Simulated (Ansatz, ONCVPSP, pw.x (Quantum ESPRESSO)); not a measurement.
What a changed setting does to a pw.x run (fcc Sr)

Potential: optimised norm-conserving Vanderbilt (ONCV), ONCVPSP 4.0.1.1 (patched build), PBE; core [Ar] 3d10, reference 4s2 4p6 5s2; waves: 4s+5s: rc 2.60 bohr, ncon 3, nbas 8, qcut 5.6 1/bohr, 2 projectors; 4p: rc 2.00 bohr, ncon 5, nbas 8, qcut 6.8 1/bohr, 2 projectors, debl 3.2 Ha; d scattering state at 0.04 Ha: rc 2.00 bohr, ncon 4, nbas 8, qcut 4.6 1/bohr, local; f scattering state at 0.14 Ha: rc 2.45 bohr, ncon 5, nbas 9, qcut 4.7 1/bohr, 3 projectors, debl 1.8 Ha; local part: the d channel; core correction: none. In the d channel the program set the typed energies aside and used 0.050 Ha.

The reference run (k-mesh 10³, cutoffs 50/200 Ry, Fermi–Dirac 0.01 Ry, mixing_beta 0.4, conv_thr 1e-9, no spin) gives 0.04 GPa at 55.145 Å³/atom, where all-electron LAPW gives 0.01 GPa. This run, with its own iteration cap, changes k-mesh points per axis to 3.

```
&control
  calculation='scf', prefix='x', pseudo_dir='./', outdir='./tmp', tstress=.true., disk_io='none'
/
&system
  ibrav=0, nat=1, ntyp=1, ecutwfc=50, ecutrho=200, nbnd=12,
  occupations='smearing', smearing='fd', degauss=0.01
/
&electrons
  conv_thr=1e-09, mixing_beta=0.4, electron_maxstep=70
/
ATOMIC_SPECIES
Sr 1.0 Sr.UPF
CELL_PARAMETERS angstrom
  0.00000000 3.02105558 3.02105558
  3.02105558 0.00000000 3.02105558
  3.02105558 3.02105558 0.00000000
ATOMIC_POSITIONS crystal
Sr 0.0000 0.0000 0.0000
K_POINTS automatic
3 3 3 0 0 0
```

```bash
pw.x < Sr.scf.in > Sr.scf.out
```

Q: How does the run end?

A: It converges in 7 iterations; the free energy moves by +99.4 meV/atom and the pressure by +0.41 GPa.

```
Message from routine setup:
     using ibrav=0 with symmetry is DISCOURAGED, use correct ibrav instead
     lattice parameter (alat)  =       8.0737  a.u.
     unit-cell volume          =     372.1369 (a.u.)^3
     number of electrons       =        10.00
     number of Kohn-Sham states=           12
     kinetic-energy cutoff     =      50.0000  Ry
     charge density cutoff     =     200.0000  Ry
     scf convergence threshold =      1.0E-09
     Exchange-correlation= PBE
     number of k points=     4  Fermi-Dirac smearing, width (Ry)=  0.0100
     iteration #  1     ecut=    50.00 Ry     beta= 0.40
     c_bands:  1 eigenvalues not converged
     total energy              =     -62.00220271 Ry
     estimated scf accuracy    <       0.00094537 Ry
     iteration #  2     ecut=    50.00 Ry     beta= 0.40
     total energy              =     -62.00245009 Ry
     estimated scf accuracy    <       0.00034219 Ry
     iteration #  3     ecut=    50.00 Ry     beta= 0.40
     total energy              =     -62.00247605 Ry
     estimated scf accuracy    <       0.00000748 Ry
     iteration #  4     ecut=    50.00 Ry     beta= 0.40
     total energy              =     -62.00247732 Ry
     estimated scf accuracy    <       0.00000017 Ry
     iteration #  5     ecut=    50.00 Ry     beta= 0.40
     total energy              =     -62.00247736 Ry
     estimated scf accuracy    <       0.00000003 Ry
     iteration #  6     ecut=    50.00 Ry     beta= 0.40
     total energy              =     -62.00247736 Ry
     estimated scf accuracy    <          1.1E-09 Ry
     iteration #  7     ecut=    50.00 Ry     beta= 0.40
     the Fermi energy is     5.1239 ev
!    total energy              =     -62.00247736 Ry
     estimated scf accuracy    <          1.0E-10 Ry
     smearing contrib. (-TS)   =      -0.00761089 Ry
     The total energy is F=E-TS. E is the sum of the following terms:
     one-electron contribution =     -27.65164763 Ry
     hartree contribution      =      14.37556664 Ry
     xc contribution           =      -8.56387169 Ry
     ewald contribution        =     -40.15491379 Ry
     convergence has been achieved in   7 iterations
          total   stress  (Ry/bohr**3)                   (kbar)     P=        4.51
     Message from routine punch:
     Nothing written, as per user request (disk_io='none')
```

The run took about 1.9 s on one core of a shared host (Neoverse-V2, 96 threads, 742 GiB, load 56).
